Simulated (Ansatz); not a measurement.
# SO2F2 (sulfuryl fluoride) at revPBE/6-311+G(d,p)

Aim: the vertical electron affinity of SO2F2 (sulfuryl fluoride) at revPBE/6-311+G**, from 2 runs. 

Program for the calculation: Ansatz 0.2.0.

42 further runs of the same task are left out: 42 set aside as unsound or not needed.

### 1 The system as given

The species is SO2F2 (5 atoms), meant as a singlet with charge 0. As SMILES, `O=S(=O)(F)F`. Geometry: relaxed at PBE0-D4/def2-TZVP.

Bond lengths: O1–S2 1.404 Å, S2–O3 1.404 Å, S2–F4 1.539 Å, S2–F5 1.539 Å. Angles: O1–S2–O3 124.9°, O1–S2–F4 108.1°, O1–S2–F5 108.1°, O3–S2–F4 108.1°, O3–S2–F5 108.1°, F4–S2–F5 95.6°.

### 2 The energy at revPBE/6-311+G(d,p)

File in.yaml:

```yaml
crystal:
  periodic: [false, false, false]
  atoms:
    - {symbol: O, position_ang: [-0.388200, -0.151100, 1.421700]}
    - {symbol: S, position_ang: [0.070900, -0.096900, 0.095900]}
    - {symbol: O, position_ang: [1.129600, -0.862200, -0.418700]}
    - {symbol: F, position_ang: [-1.140900, -0.267600, -0.837400]}
    - {symbol: F, position_ang: [0.328600, 1.377800, -0.261400]}
basis:
  gaussian:
    orbitals: 6-311+G_st__st_-spherical.json
output: {orbitals: {seedname: orbitals}}
accuracy: high
hamiltonian:
  xc: {name: revPBE}
```

The basis set 6-311+G** is read from a file made from the Basis Set Exchange's data (not shown).

On the command line:

```console
$ ansatz run in.yaml --threads 1 --pin off --max-ram 3480MiB --events-out events.jsonl --progress --plain --runs-dir runs
```

Log:

```text
Warning: RAYON_NUM_THREADS=1 ignored (pool sized by the plan → 1); use --threads N
Functional definition: revPBE
  name "revPBE"
  parameter kappa = 1.245
  parameter beta = 0.06672455060314922
  exchange = pbe_x(kappa = kappa, mu = beta*pi^2/3)
  correlation = pbe_c(beta = beta)
2147 factors; integrals over basis functions are off by at most 4.1e-9 eV
mean field evaluation 1: about -20346.3795 eV, gradient 9.2e1 eV
mean field evaluation 2: about -20286.3726 eV, gradient 2.0e2 eV
mean field evaluation 4: about -20358.6316 eV, gradient 1.7e1 eV
mean field evaluation 8: about -20359.0124 eV, gradient 7.6e-1 eV
mean field evaluation 16: about -20359.0134 eV, gradient 2.0e-5 eV
mean field -20359.01344773 eV, -748.1799443692 hartree, gradient 6.0e-8 eV, S^2 0.000000; 0 other end points of the search recorded, 0 dependent functions left out
reference -20359.01345381 eV, -748.1799445924 hartree; 25, 25 occupied and 93, 93 virtual orbitals, 2147 factors
Total energy: -20359.01345381 eV, -748.1799445924 hartree
```

Wall time 6.9 s (1 thread of Arm Neoverse V2, shared host); peak memory 0.31 GiB.

### 3 The doublet anion

in.yaml: that of step 2 with these lines changed.

```diff
@@ -9,7 +9,7 @@
 basis:
-  gaussian:
-    orbitals: 6-311+G_st__st_-spherical.json
+  gaussian: {orbitals: 6-311+G_st__st_-spherical.json}
+total_charge: -1
+magnetization: {spin_polarized: true, initial_magnetization: 1}
+hamiltonian: {xc: {name: revPBE}}
+accuracy: high
 output: {orbitals: {seedname: orbitals}}
-accuracy: high
-hamiltonian:
-  xc: {name: revPBE}
```

The basis set 6-311+G** is read from a file made from the Basis Set Exchange's data (not shown).

On the command line:

```console
$ ansatz run in.yaml --threads 1 --pin off --max-ram 3480MiB --events-out events.jsonl --progress --plain --runs-dir runs
```

Log:

```text
Warning: RAYON_NUM_THREADS=1 ignored (pool sized by the plan → 1); use --threads N
Functional definition: revPBE
  name "revPBE"
  parameter kappa = 1.245
  parameter beta = 0.06672455060314922
  exchange = pbe_x(kappa = kappa, mu = beta*pi^2/3)
  correlation = pbe_c(beta = beta)
2147 factors; integrals over basis functions are off by at most 4.1e-9 eV
mean field evaluation 1: about -20346.7620 eV, gradient 5.7e1 eV
mean field evaluation 2: about -20264.1152 eV, gradient 1.7e2 eV
mean field evaluation 4: about -20357.6287 eV, gradient 1.5e1 eV
mean field evaluation 8: about -20358.2542 eV, gradient 8.2e-2 eV
mean field evaluation 16: about -20358.2543 eV, gradient 1.2e-3 eV
mean field evaluation 32: about -20357.1817 eV, gradient 4.8e0 eV
mean field -20358.25433091 eV, -748.1520473404 hartree, gradient 2.5e-8 eV, S^2 0.750215; 8 other end points of the search recorded, 0 dependent functions left out
reference -20358.25433470 eV, -748.1520474797 hartree; 26, 25 occupied and 92, 93 virtual orbitals, 2147 factors
Total energy: -20358.25433470 eV, -748.1520474797 hartree
```

It took 21 s on 1 thread of Arm Neoverse V2, shared host; peak memory 0.4 GiB.

### 4 Results

At revPBE/6-311+G**:

| quantity | value |
| --- | --- |
| singlet SO2F2: total energy | -748.17994 Eh |
| singlet SO2F2: HOMO energy | -8.91 eV |
| singlet SO2F2: LUMO energy | -1.67 eV |
| singlet SO2F2: HOMO–LUMO gap | 7.24 eV |
| doublet anion: total energy | -748.15205 Eh |
| doublet anion: HOMO energy (highest over α and β) | 2.73 eV |
| doublet anion: LUMO energy (lowest over α and β) | 3.05 eV |
| doublet anion: ⟨S²⟩ | 0.750 |
| vertical electron affinity (to the doublet anion) | -0.759 eV |

**Reading.** The anion lies 0.76 eV (73.2 kJ/mol) above the neutral: the electron isn't bound at this level, and such a value depends on the basis. The HOMO (doublet anion) lies at positive energy, 2.73 eV, as semi-local functionals often give for anions; only total energies tell whether the electron is bound.
